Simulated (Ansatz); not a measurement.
# How far each method lies from UCCSDT(Q) for HAl–C–O⁺, doublet

Geometry: that of the HAl–C–O, singlet, kept fixed.

```xyz
4

Al    0.0000   -0.1131    1.4061
C     0.0000    0.1892   -0.7758
O     0.0000   -0.0475   -1.8811
H     0.0000    1.5270    1.4628
```

Basis cc-pVDZ; Ansatz 0.2.0. Correlated methods freeze the noble-gas cores, which leaves 13 electrons in 44 orbitals. Prefix R: restricted or restricted open-shell reference; prefix U: unrestricted. Active spaces: frontier = (9e, 9o) about the gap.

Full CI isn't at hand for all of this; UCCSDT(Q) serves as the reference, and is uncertain by about the last step of the cluster series. The frozen core follows each run's orbitals, which can shift R against U totals by a few meV.

For open shells CISD is restricted-active-space CI with the open shells as a complete middle space.

The UHF ⟨S²⟩ is 0.764. The T1 diagnostic (RCCSD) is 0.0276 and the largest doubles amplitude (RCCSD) is 0.062. The T1 diagnostic (UCCSD) is 0.0222.

**Question.** From what is known of these methods and the diagnostics, rank them by the size of their error in total energy against UCCSDT(Q) in cc-pVDZ, smallest first (an estimate: the text doesn't fix the numbers).
A. CISD
B. MRCISD (frontier space)
C. MRCISD+Q (frontier space)
D. UMP2
E. RCCSDT

**Answer.** E (1.46 mEh), C (2.20 mEh), B (16.45 mEh), D (30.85 mEh), A (47.74 mEh).

All errors are against UCCSDT(Q) in cc-pVDZ. Within each family the higher level lies nearer, as is usual though not guaranteed.
